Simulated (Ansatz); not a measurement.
Basis-set extrapolation for `CC/C=C/S` (PBE0-D4/def2-TZVP geometry, frozen core, Ansatz). Multiplicity 1, RHF reference.

|  | def2-TZVPP | def2-QZVPP |
| --- | --- | --- |
| HF | -553.709475 | -553.728015 |
| MP2 correlation | -0.854134 | -0.912123 |
| CCSD(T) correlation | -0.949459 | not run |

Energies in hartree. Use E(X) = E(∞) + A·exp(−7.88·√X) for Hartree–Fock and E(X) = E(∞) + B·X^(−2.97) for correlation, with X = 3 and 4, and add CCSD(T) minus MP2 of the smaller set to the MP2 limit.

Q: What is the CCSD(T) energy at the basis-set limit?

A: HF limit: -553.728015 + (-0.018540) × 0.13774 = -553.73057. MP2 limit: -0.912123 + (-0.057989) × 0.74074 = -0.95508. Higher-order term: -0.949459 − (-0.854134) = -0.09533. Total: -554.78098 hartree, 76.6 kcal/mol below CCSD(T)/def2-TZVPP.
